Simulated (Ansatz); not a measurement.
**CH+ (singlet): the correlation ladder at distance C1–H2 = 1.377 Å, cc-pVQZ**

An exercise on one series of results from a longer session: the logs are not shown, and one member is left open.

Method: cc-pVQZ, core rule «outside noble gas», up to 1 orbitals frozen; program: Ansatz 0.2.0, Gaussian basis.

Plan: UHF; CCSD(T) on RHF; CCSD(T) on UHF; BCCD(T) on RHF; CCSDT(Q) on RHF; CCSDT(Q) on UHF; CASSCF and NEVPT2, 4 electrons in 5 orbitals; Full CI.

18 further runs of the same task are left out: 12 that didn't finish, 6 set aside as unsound or not needed.

### The system

The geometry derives from a PBE0/def2-TZVP stationary point (not a proven minimum). One bond is set to the value named and the two fragments are kept rigid.

2 atoms, charge 1, spin multiplicity 1.

Atoms are counted from 1 here; the program's logs count them from 0.

No contacts short enough for the rule that draws bonds.

The first run:

Input file in.yaml:

```yaml
crystal:
  periodic: [false, false, false]
  atoms:
    - {symbol: C, position_ang: [0.000000, 0.000000, 0.000000]}
    - {symbol: H, position_ang: [0.000000, 0.000000, 1.377000]}
basis:
  gaussian: {orbitals: cc-pVQZ}
total_charge: 1
magnetization: {spin_polarized: true, initial_magnetization: 0}
hamiltonian: {xc: hf}
output: {orbitals: {seedname: orbitals}}
```

Run with:

```bash
> ansatz run in.yaml --threads 1 --pin off --events-out ev --progress --plain --max-ram 2393MiB
```

Among the steps run: UHF; CCSD(T) on RHF; CCSD(T) on UHF; BCCD(T) on RHF; CCSDT(Q) on RHF; CCSDT(Q) on UHF; CASSCF and NEVPT2, 4 electrons in 5 orbitals; Full CI.

One table of the session follows, with a row left open; its other results are not shown here.

```
        method  from FCI (kcal/mol)
           RHF               +79.94
           UHF               +73.78
          RMP2               +20.79
          UMP2               +24.67
         RCCSD                +2.08
         UCCSD                +2.20
      RCCSD(T)                +0.37
      UCCSD(T)                +0.34
       BCCD(T)                +0.38
        RCCSDT                +0.10
        UCCSDT                +0.14
     RCCSDT(Q)                +0.03
     UCCSDT(Q)                    ?
CASSCF valence               +31.98
NEVPT2 valence                +7.97
           FCI                    0
```

Q: Estimate the row for UCCSDT(Q) from the others.

As computed: from FCI (kcal/mol): +0.06. In the column «from FCI (kcal/mol)» it lies between RCCSDT(Q) (+0.03) and RCCSDT (+0.10).

Caveats from the session: The determinant is far from a pure spin state, so its energy mixes those of several spin states (harmless only where they are near-degenerate, as at dissociation). Restricted and unrestricted rows rest on different reference determinants; where their highest levels disagree by more than a few hundredths of an eV, they describe different states and don't form one ladder.
